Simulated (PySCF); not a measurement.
Mapped SMILES: `[CH2:1]=[CH:2][CH2:3][CH:4]([F:5])[F:6]`; H(Xn) means a hydrogen on atom n. Ha(C1) is cis to C3; Hb(C1) is trans to C3.

Geometry: GFN2-xTB; GIAO absolute shieldings from PySCF 2.14.0 with density-fitted response routines, gas phase, non-relativistic, averaged over equivalent atoms.

At PBE0/pcSseg-1 (132 basis functions, roughly 28 core-seconds):
```tsv
atoms	σ (ppm)
C2	46.7
C1	60.3
C4	62.7
C3	140.6
F5/F6	305.0
H(C2)	25.52
H(C4)	25.76
Ha(C1)	26.12
Hb(C1)	26.18
H(C3)	29.05
```

Q: Estimate the result of repeating the calculation with LDA/pcSseg-1.

A: 
```csv
atoms,σ at LDA/pcSseg-1,change
C2,37.5,-9.2
C1,52.3,-8.0
C4,49.4,-13.3
C3,132.5,-8.1
F5/F6,283.0,-22.0
H(C2),24.98,-0.54
H(C4),24.95,-0.81
Ha(C1),25.61,-0.51
Hb(C1),25.69,-0.49
H(C3),28.53,-0.52
```

The largest change is at F5/F6 (fluorine of a CF2 group). Cost: 132 basis functions, roughly 30 core-seconds. The order of the carbon signals changes between the two levels.
